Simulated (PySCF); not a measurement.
# Silicon: a sound run and one with changed settings

Sound run: Si [Ne] 3s2 3p2, Si⁺ [Ne] 3s2 3p1. Calculation: PySCF 2.14, in cc-pVTZ-DK (5s4p2d1f, 34 functions); scalar relativity by spin-free X2C-1e. In the sound run the correlated levels freeze [Ne]. The sound run starts from symmetry-adapted Hartree-Fock orbitals and uses a fine grid where one is needed.

A second run was set up differently.

```tsv
species	method	sound run (hartree)	changed run (hartree)	converged
Si	UHF	-289.45898	-289.45898	yes
Si	TPSS	-290.00077	-290.00077	yes
Si	BP86	-290.01143	-290.01143	yes
Si	MP2	-289.51503	-289.49377	yes
Si	CCSD(T)	-289.53558	-289.53558	yes
Si⁺	UHF	-289.17859	-289.17859	yes
Si⁺	TPSS	-289.69973	-289.69973	yes
Si⁺	BP86	-289.70843	-289.70843	yes
Si⁺	MP2	-289.21989	-289.20443	yes
Si⁺	CCSD(T)	-289.23803	-289.23803	yes
```

Ionisation energy of Si:

```json
{"method": "UHF", "sound run (eV)": "7.630", "changed run (eV)": "7.630"}
{"method": "TPSS", "sound run (eV)": "8.192", "changed run (eV)": "8.192"}
{"method": "BP86", "sound run (eV)": "8.245", "changed run (eV)": "8.245"}
{"method": "MP2", "sound run (eV)": "8.031", "changed run (eV)": "7.873"}
{"method": "SCS-MP2", "sound run (eV)": "7.946", "changed run (eV)": "7.820"}
{"method": "CCSD", "sound run (eV)": "8.060", "changed run (eV)": "8.060"}
{"method": "CCSD(T)", "sound run (eV)": "8.097", "changed run (eV)": "8.097"}
```

(1) What was changed?
A. too few SCF iterations
B. basis contracted for another Hamiltonian
C. angular grid far too coarse
D. level shift left on

## Answers

(1) D. It used initial guess minao, at most 50 SCF cycles, level shift 0.5 hartree. A level shift leaves the converged SCF energy unchanged but raises the virtual orbital energies, which shrinks MP2 if it is not removed.
